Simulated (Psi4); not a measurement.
# C3H4F2 (SMILES F/C=C\CF): B3LYP/6-31G(d) (spherical functions)

Aim: the vertical singlet–triplet gap of C3H4F2 at B3LYP/6-31G* (spherical functions), from 2 runs. 

The calculation is run with Psi4 1.11.

## (1) The structure to begin with

C3H4F2 has 9 atoms, charge 0, and is taken as a singlet. SMILES: `F/C=C\CF`. The shape is that of a PBE0-D4/def2-TZVP optimisation. This is one conformer, not always the lowest.

Bond lengths: F1–C2 1.336 Å, C2–C3 1.320 Å, C3–C4 1.485 Å, C4–F5 1.387 Å, C2–H6 1.084 Å, C3–H7 1.084 Å, C4–H8 1.095 Å, C4–H9 1.091 Å. Some angles: F1–C2–C3 122.6°, C2–C3–C4 124.9°, C3–C4–F5 109.9°, F1–C2–H6 112.2°, C3–C2–H6 125.2°, C2–C3–H7 117.2°, C4–C3–H7 117.9°, C3–C4–H8 111.0°, C3–C4–H9 111.5°, F5–C4–H8 107.0°.

## (2) Energy and forces at B3LYP/6-31G(d) (spherical functions)

The input, run_ase.py:

```python
import numpy as np
from ase.calculators.psi4 import Psi4
from ase import Atoms

a = Atoms(['F', 'C', 'C', 'C', 'F', 'H', 'H', 'H', 'H'], positions=[
    [-1.771300, 0.696200, -0.764200],
    [-0.756800, -0.083800, -1.148800],
    [0.269900, -0.355400, -0.364300],
    [0.439500, 0.155200, 1.019400],
    [1.656600, 0.811400, 1.133700],
    [-0.888900, -0.458700, -2.156900],
    [1.042400, -1.001300, -0.765600],
    [0.449800, -0.666700, 1.742700],
    [-0.352600, 0.856800, 1.286900],
])
calc = Psi4(atoms=a, method='b3lyp', basis='6-31G*', memory='2200MB', num_threads=1, charge=0, multiplicity=1, label='calc')
calc.psi4.set_options({'puream': True, 'e_convergence': 1e-09, 'd_convergence': 1e-08, 'scf_type': 'pk', 'dft_radial_points': 99, 'dft_spherical_points': 590})
a.calc = calc

forces = a.get_forces()
print(f'energy: {a.get_potential_energy():.6f} eV')
print('forces / eV A^-1')
print(np.round(forces, 5))
```

Started as:

```sh
$ python run_ase.py
```

calc.dat (excerpt; [...] marks lines left out):

```text
[...]
  Running in c1 symmetry.
[...]
  Nuclear repulsion =  168.442552110584870
[...]
  Multiplicity = 1
[...]
  Nalpha       = 20
  Nbeta        = 20
[...]
    Number of basis functions: 78
[...]
   @RKS iter   1:  -316.18519232223815   -3.36349e-01   7.41819e-03 DIIS/ADIIS
[...]
   @RKS iter  12:  -316.35671099436718   -3.80851e-12   5.89060e-09 DIIS
[...]
    Orbital Energies [Eh]
    ---------------------
    Doubly Occupied:
       1A    -24.709196     2A    -24.659960     3A    -10.272094
       4A    -10.256185     5A    -10.190085     6A     -1.229463
       7A     -1.174261     8A     -0.801965     9A     -0.694373
      10A     -0.594370    11A     -0.538723    12A     -0.509998
      13A     -0.485215    14A     -0.464942    15A     -0.460460
      16A     -0.423203    17A     -0.384690    18A     -0.335156
      19A     -0.333547    20A     -0.265707
[...]
  @RKS Final Energy:  -316.35671099436718
   => Energetics <=
    Nuclear Repulsion Energy =            168.4425521105848702
    One-Electron Energy =                -769.5398035395687657
    Two-Electron Energy =                 316.0694666451245780
    DFT Exchange-Correlation Energy =     -31.3289262105078414
    Empirical Dispersion Energy =           0.0000000000000000
    VV10 Nonlocal Energy =                  0.0000000000000000
    Total Energy =                       -316.3567109943671767
[...]
 Multipole Moments:
 ------------------------------------------------------------------------------------
     Multipole            Electronic (a.u.)      Nuclear  (a.u.)        Total (a.u.)
 ------------------------------------------------------------------------------------
 L = 1.  Multiply by 2.5417464519 to convert [e a0] to [Debye]
 Dipole X            :         -0.6681422            0.4028085           -0.2653337
 Dipole Y            :          2.5877431           -3.1846751           -0.5969320
 Dipole Z            :         -0.0162591           -0.2769026           -0.2931617
 Magnitude           :                                                    0.7160122
[...]
  -Total Gradient:
     Atom            X                  Y                   Z
    ------   -----------------  -----------------  -----------------
       1        0.008128377613    -0.005866957767    -0.002682832207
       2        0.001099663235     0.002289092532     0.006947813804
       3       -0.005718254756     0.004438530835     0.000471008977
       4        0.001123116640    -0.000709698975    -0.003681643148
       5       -0.006798852749    -0.003247341724    -0.000645060580
       6        0.000166164553     0.000618201459     0.001735353086
       7       -0.001860114329     0.000973427209    -0.000152763745
       8        0.001228420579     0.001678028490    -0.001658966151
       9        0.002615132854    -0.000175068088    -0.000327508131
[...]
```

Standard output:

```text
energy: -8608.504584 eV
forces / eV A^-1
[[-0.41798  0.30169  0.13796]
 [-0.05655 -0.11771 -0.35727]
 [ 0.29404 -0.22824 -0.02422]
 [-0.05775  0.03649  0.18932]
 [ 0.34961  0.16699  0.03317]
 [-0.00854 -0.03179 -0.08924]
 [ 0.09565 -0.05006  0.00786]
 [-0.06317 -0.08629  0.08531]
 [-0.13448  0.009    0.01684]]
```

Wall time 15 s (1 thread of Intel Xeon 6975P-C (Granite Rapids), shared host); peak memory 1.3 GiB.

## (3) The triplet: a single-point energy at UB3LYP/6-31G(d) (spherical functions)

The input, calc.inp:

```
memory 2.2 GB

molecule {
  0 3
  F
  C 1 1.336236
  C 2 1.320348 1 122.6449
  C 3 1.484622 2 124.87974 1 -0.08389
  F 4 1.387442 3 109.85592 2 -124.72774
  H 2 1.083636 3 125.19573 4 -179.58305
  H 3 1.083967 2 117.17873 6 0.30447
  H 4 1.094892 5 106.9992 3 120.60351
  H 4 1.091431 8 109.11501 5 -116.85365
  symmetry c1
  no_reorient
  no_com
}

set {
  basis 6-31G*
  reference uks
  puream true
  e_convergence 1e-09
  d_convergence 1e-08
  scf_type pk
  dft_radial_points 99
  dft_spherical_points 590
  maxiter 100
}

result, w = energy('b3lyp', return_wfn=True)
oeprop(w, 'WIBERG_LOWDIN_INDICES', 'DIPOLE', 'MAYER_INDICES')
print_variables()
```

Started as:

```sh
$ psi4 calc.inp calc.out -n 1
```

calc.out (excerpt; [...] marks lines left out):

```text
[...]
  Running in c1 symmetry.
[...]
  Nuclear repulsion =  168.442565641322005
[...]
  Multiplicity = 3
[...]
  Nalpha       = 21
  Nbeta        = 19
[...]
    Number of basis functions: 78
[...]
   @UKS iter   1:  -316.01063855766768   -1.61795e-01   7.22024e-03 ADIIS/DIIS
[...]
   @UKS iter  14:  -316.18971666153465   -1.70530e-12   8.48550e-09 DIIS
[...]
   @S^2 Observed:                2.006304913E+00
[...]
    Orbital Energies [Eh]
    ---------------------
    Alpha Occupied:
       1A    -24.719571     2A    -24.657749     3A    -10.256021
       4A    -10.248933     5A    -10.200291     6A     -1.237075
       7A     -1.174236     8A     -0.829651     9A     -0.702066
      10A     -0.602395    11A     -0.542233    12A     -0.515776
      13A     -0.497963    14A     -0.478062    15A     -0.467744
      16A     -0.428767    17A     -0.390580    18A     -0.342352
      19A     -0.336408    20A     -0.316100    21A     -0.100820
    Alpha Virtual:
      22A      0.096471    23A      0.111749    24A      0.144619
      25A      0.160365    26A      0.163025    27A      0.181535
[...]
  @UKS Final Energy:  -316.18971666153465
   => Energetics <=
    Nuclear Repulsion Energy =            168.4425656413220054
    One-Electron Energy =                -769.3181091317889013
    Two-Electron Energy =                 316.0546945052582828
    DFT Exchange-Correlation Energy =     -31.3688676763259942
    Empirical Dispersion Energy =           0.0000000000000000
    VV10 Nonlocal Energy =                  0.0000000000000000
    Total Energy =                       -316.1897166615346464
[...]
 Multipole Moments:
 ------------------------------------------------------------------------------------
     Multipole            Electronic (a.u.)      Nuclear  (a.u.)        Total (a.u.)
 ------------------------------------------------------------------------------------
 L = 1.  Multiply by 2.5417464519 to convert [e a0] to [Debye]
 Dipole X            :         -1.7519962            2.2604607            0.5084645
 Dipole Y            :         -0.0928790            0.4833088            0.3904298
 Dipole Z            :         -2.0030349            2.2445068            0.2414719
 Magnitude           :                                                    0.6850403
[...]
```

Run time: 20 s. Hardware: 1 thread of Intel Xeon 6975P-C (Granite Rapids), shared host; peak memory 1.3 GiB.

## (4) Results

Level: B3LYP/6-31G* (spherical functions).

| quantity | value |
| --- | --- |
| singlet: total energy | -316.35671 Eh |
| singlet: dipole moment | 1.82 D |
| singlet: HOMO energy | -7.23 eV |
| singlet: LUMO energy | 0.21 eV |
| singlet: HOMO–LUMO gap | 7.44 eV |
| singlet: largest force on an atom | 0.534 eV/Å |
| triplet: total energy | -316.18972 Eh |
| triplet: dipole moment | 1.74 D |
| triplet: HOMO energy (highest over α and β) | -2.74 eV |
| triplet: ⟨S²⟩ | 2.006 |
| vertical energy of the triplet above the singlet | 4.544 eV |

In words: At this shape the triplet lies 4.54 eV (438 kJ/mol) above the singlet. The largest force (singlet) is 0.53 eV/Å: the shape isn't a stationary point for this species at this level.
